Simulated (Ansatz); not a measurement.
Energy profile

The step: AlH₂F ([F][AlH2]) + HCl → AlH₂Cl ([AlH2][Cl]) + HF (still joined by a long Al–F bond); bonds formed: F2–H5; dative contacts that become bonds: Al1–Cl6; bonds broken: H5–Cl6; bonds weakened to dative contacts: Al1–F2 (atoms numbered as in the saddle structure below).

```
6
angstrom
Al -0.4259 0.3293 -0.3967
F -0.5756 -0.6687 1.0854
H -0.8989 -0.4520 -1.6769
H -0.5907 1.8622 -0.0878
H 0.6828 -0.7511 0.9610
Cl 1.8082 -0.3196 0.1148
```

Electronic energies by CCSD(T) at an estimated basis limit (MP2 extrapolated from triple and quadruple zeta, plus CCSD(T) − MP2 in triple zeta), on PBE0-D4/def2-TZVP structures; AlH3ClF, singlet; no counterpoise correction. Program: Ansatz 0.2.0. Basis: def2-TZVPP and def2-QZVPP. Cores are frozen in the correlated methods. Extrapolation: Hartree–Fock as exp(−7.88 √X), correlation as X^−2.97.

(1) Give the profile in eV, counted from the separated reactants. (To be estimated.)

The T1 diagnostic stays at or below 0.013.

## Answers

(1) By the calculation:
| point | eV |
| --- | --- |
| separated: AlH2F (linked as [F][AlH2]; Al1, F2, H3, H4; singlet) + HCl (H5, Cl6; singlet) | 0.000 |
| start structure | -0.336 |
| saddle | -0.068 |
| end structure | -0.340 |
| separated: AlH2Cl (linked as [AlH2][Cl]; Al1, H3, H4, Cl6; singlet) + HF (F2, H5; singlet) | 0.202 |
The saddle lies below the separated reactants: the barrier is submerged.

For scale, one of the runs: CCSD(T)/def2-TZVPP, 157 basis functions, launched by `ansatz run in.yaml --threads 2 --pin off --events-out ev --progress --plain --max-ram 4352MiB`. Time: 18 s of wall clock on 2 CPU threads of an Intel Xeon Platinum 8259CL; the host was shared. Peak host memory: 1.1 GiB.
